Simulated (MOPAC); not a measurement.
MOPAC input (AM1):

```
AM1 PRECISE GNORM=0.05 LET XYZ CHARGE=-1 GEO-OK AUX(PRECISION=9) THREADS=1
HO2

O     0.05728725 1    0.81312084 1   -0.03996413 1
O     0.04221979 1   -0.70897730 1   -0.01520246 1
H    -0.79605634 1   -0.83314830 1    0.44133267 1
```

### Question
What heat of formation does the run end on?

### Answer
-17.95 kcal/mol.
